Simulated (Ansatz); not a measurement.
This geometry of AlH3O + H2 (7 atoms, charge 0, multiplicity 1) is a first-order saddle point.

Theory: RKS r2SCAN-D4/def2-mTZVP in Ansatz 0.2.0.

```xyz
7
Properties=species:S:1:pos:R:3
Al 0.012 0.219 0.016
O 0.026 -0.003 1.882
H -0.818 -0.231 2.299
H 1.398 -0.120 -0.663
H -1.416 -0.073 -0.610
H 0.040 1.860 0.700
H -0.004 1.195 1.531
```

Q: Which two structures does it join? (They come from a converged band through this point; their orientation in space is the band's.)

A: Bonds broken: H6–H7. Bonds formed: Al1–H6, O2–H7. AlH3O + H2 becomes AlH5O.

Initial state:

```xyz
7
Properties=species:S:1:pos:R:3
Al -0.054 -0.249 0.197
O -0.072 -0.728 1.835
H -0.895 -0.804 2.328
H 1.372 -0.195 -0.477
H -1.416 0.046 -0.562
H 0.063 2.521 0.581
H 0.241 2.258 1.255
```

Final state:

```xyz
7
Properties=species:S:1:pos:R:3
Al 0.027 0.471 -0.133
O 0.006 0.127 1.874
H -0.833 -0.295 2.116
H 1.347 -0.277 -0.618
H -1.392 -0.226 -0.414
H 0.063 2.070 -0.011
H 0.019 0.977 2.341
```

Q: How far does it lie above each of them?

A: 1.02 eV above the first and 0.62 eV above the second. This is the barrier of this one path; another mechanism may lie lower. The orbitals stay closed-shell, which can raise the energy where a bond breaks towards radicals; this wasn't checked here.

The run took 77 s on 1 thread of AMD EPYC 7R43 64-Core Processor (Zen 3), with other jobs on the host, peak memory 0.13 GiB.
